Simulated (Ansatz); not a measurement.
Species: F, SMILES `[F]` (charge 0, multiplicity 2), formula F.

Question: How many basis functions does Ansatz (a quantum-chemistry and plane-wave program) with frozen-core CCSD(T)/cc-pVTZ use, how many core orbitals are frozen, and how many electrons are correlated?

Answer: 30 basis functions and 1 frozen orbitals, which leaves 7 correlated electrons. Core time is of the order of seconds.
